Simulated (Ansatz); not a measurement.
The input, for Ansatz 0.2.0:

```yaml
crystal:
  periodic: [false, false, false]
  atoms:
    - {symbol: Al, position_ang: [0.000000, -0.015471, -1.193153]}
    - {symbol: Al, position_ang: [0.000000, -0.015471, 1.351947]}
    - {symbol: H, position_ang: [0.000000, 2.262152, -2.342081]}
    - {symbol: H, position_ang: [0.000000, -1.433871, -1.908653]}
basis:
  gaussian: {orbitals: 6-31G}
magnetization: {spin_polarized: false, initial_magnetization: 2}
hamiltonian: {xc: {name: PBE0}}
correlation: {method: ccsdt_q, electrons: outside_noble_gas}
accuracy: high
```

```sh
$ ansatz run in.yaml --threads 1 --pin off --events-out ev --progress --plain --max-ram 2393MiB
```

Output:

```
652 factors; integrals over basis functions are off by at most 3.4e-9 eV
mean field evaluation 1: about -13213.4933 eV, gradient 8.6e0 eV
mean field evaluation 2: about -13213.4941 eV, gradient 8.6e0 eV
mean field evaluation 4: about -13214.3004 eV, gradient 3.0e0 eV
mean field evaluation 8: about -13214.4079 eV, gradient 2.6e-1 eV
mean field evaluation 16: about -13214.4098 eV, gradient 7.7e-5 eV
mean field evaluation 32: about -13214.4100 eV, gradient 2.9e-1 eV
mean field -13214.40984914 eV, -485.6206049074 hartree, gradient 6.2e-8 eV, S^2 2.000000; 2 other end points of the search recorded, 0 dependent functions left out
mean field evaluation 64: about -13191.8831 eV, gradient 1.1e-3 eV
10 core orbitals not correlated: weight in the atoms' cores, before any rotation towards them, 1.000 or more for the frozen orbitals, at most 0.000 for the correlated occupied ones
reference -13191.49338568 eV, -484.7784404082 hartree; 5, 3 occupied and 15, 17 virtual orbitals, 652 factors
second order -2.00695141 eV of doubles, -0.21256060 eV of singles
cycle   1  -2.70299393 eV  change   -4.9e-1 eV  update   1.0e-1
cycle   2  -3.08405196 eV  change   -3.8e-1 eV  update   5.4e-2
cycle   3  -3.18563082 eV  change   -1.0e-1 eV  update   2.9e-2
...
cycle  30  -3.22083260 eV  change    2.6e-9 eV  update   4.6e-8
cycle  31  -3.22083257 eV  change    2.9e-8 eV  update   4.8e-8
cycle  32  -3.22083256 eV  change    1.2e-8 eV  update   3.0e-8
cycle  33  -3.22083254 eV  change    1.9e-8 eV  update   2.0e-8
cycle  34  -3.22083254 eV  change    6.4e-9 eV  update   1.1e-8
cycle  35  -3.22083254 eV  change  -9.6e-10 eV  update   6.4e-9
cycle  36  -3.22083254 eV  change   -3.2e-9 eV  update   3.9e-9
cycle  37  -3.22083254 eV  change   -1.6e-9 eV  update   2.7e-9
cycle  38  -3.22083254 eV  change  -1.6e-10 eV  update   1.8e-9
cycle  39  -3.22083254 eV  change   3.8e-10 eV  update  9.8e-10
perturbative correction -0.00708165 eV, -0.0002602457 hartree
Total energy: -13194.72129986 eV, -484.8970640667 hartree
```

Ran on 1 thread of Intel Xeon 6975P-C, shared host: 4.9 s wall, 0.17 GiB peak host memory.
